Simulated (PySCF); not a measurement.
The vertical singlet excitations below were computed for one of the candidates. Level of theory: TDDFT CAM-B3LYP/def2-SVPD, vertical, gas phase, core orbitals frozen in the response (PySCF 2.14.0, density-fitted response routines). Geometries: GFN2-xTB, one conformer each.

```json
{"state": "S1", "E (eV)": "7.39", "λ (nm)": "167.7", "f": "0.063"}
{"state": "S2", "E (eV)": "7.56", "λ (nm)": "164.1", "f": "0.469"}
{"state": "S3", "E (eV)": "7.80", "λ (nm)": "159.0", "f": "0.0000"}
{"state": "S4", "E (eV)": "8.05", "λ (nm)": "154.0", "f": "0.0024"}
{"state": "S5", "E (eV)": "8.14", "λ (nm)": "152.4", "f": "0.0003"}
{"state": "S6", "E (eV)": "8.71", "λ (nm)": "142.4", "f": "0.010"}
{"state": "S7", "E (eV)": "8.83", "λ (nm)": "140.4", "f": "0.0050"}
{"state": "S8", "E (eV)": "9.09", "λ (nm)": "136.4", "f": "0.028"}
```

Question: Which candidate is it? All have the formula C5H10.
A. `C1CCCC1`
B. `C=CC(C)C`
C. `CC=C(C)C`

Answer: B. Its S1 lies at 7.39 eV; the nearest of the others has S1 at 6.44 eV. S1 is HOMO→LUMO (69%), HOMO→LUMO+3 (16%), HOMO→LUMO+2 (11%). Löwdin shares by element: HOMO carbon 83% or more (atoms not listed hold the other 17%); LUMO carbon 43% or more, hydrogen 7% or more (atoms not listed hold the other 50%). At the same level the other candidates give, for their lowest levels:
- `C1CCCC1`: 8.51 eV (f 0.000); 8.84 eV (f 0.000); 9.04 eV (f 0.001); 9.14 eV (f 0.009); 9.19 eV (f 0.065); T1 8.25 eV; HOMO -10.20, LUMO 1.43 eV
- `CC=C(C)C`: 6.44 eV (f 0.000); 7.26 eV (f 0.525); 7.33 eV (f 0.000); 7.40 eV (f 0.008); 8.17 eV (f 0.009); T1 4.43 eV; HOMO -7.97, LUMO 1.38 eV

Conformer computed: `[CH2:1]=[CH:2][CH:3]([CH3:4])[CH3:5]`: C1–C2–C3–C4 -119°.
Triplets come from the Tamm–Dancoff approximation.
